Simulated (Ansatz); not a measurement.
# Scan of [Cl···H···CH$_{3}$], doublet

Starting geometry:

```xyz
6

Cl   -0.8119    0.0000    0.0000
H     0.4669    0.0000    0.0000
C     1.8831    0.0000    0.0000
H     1.8831   -1.0800    0.0000
H     1.8831    0.5400    0.9353
H     1.8831    0.5400   -0.9353
```

From there H2 is moved from one fragment to the other while all else, the fragments' distance too, stays fixed; atoms are numbered as listed. Energies are in kcal/mol, counted from the starting geometry at the same level. Kohn–Sham curves are unrestricted where that lies lower.

Basis cc-pVDZ; Ansatz 0.2.0. Only valence electrons are correlated (noble-gas cores frozen). Prefix R: restricted or restricted open-shell reference; prefix U: unrestricted.

In so small a basis the reference is far from its limit while semilocal and hybrid functionals are nearer theirs (RPA and double hybrids share much of the reference's basis error), so the functionals' errors here hold much of the reference's basis and frozen-core error, which can add to them or hide them.

Full CI isn't at hand for all of this; UCCSDT(Q) serves as the reference, and is uncertain by about the last step of the cluster series.

```tsv
distance Cl1-H2 (Å)	UCCSDT(Q)	PBE	r2SCAN	PBE0	B3LYP	BHLYP	wB97M-V	B2PLYP	RPA-PBE
1.279	0.0	0.0	0.0	0.0	0.0	0.0	0.0	0.0	0.0
1.325	-0.9	-2.1	-1.5	-1.5	-1.6	-1.0	-1.3	-1.2	-1.3
1.419	-0.3	-3.7	-2.0	-2.2	-2.5	-0.8	-1.5	-1.5	-1.7
1.512	1.9	-2.5	0.0	-0.5	-1.2	1.1	0.2	0.2	-0.4
1.605	6.5	2.2	4.9	4.2	3.0	5.2	4.5	4.5	3.8
```

Q: Judged by the spread of the error over the points with a reference (largest less smallest), which of these follows UCCSDT(Q) best and which worst?

A: Subtracting the UCCSDT(Q) column from each: best BHLYP (errors from -1.3 to 0.0, spread 1.3 kcal/mol), worst PBE (from -4.4 to 0.0, spread 4.4 kcal/mol). Functionals and wave-function methods converge differently with the basis, so part of this is basis effect.
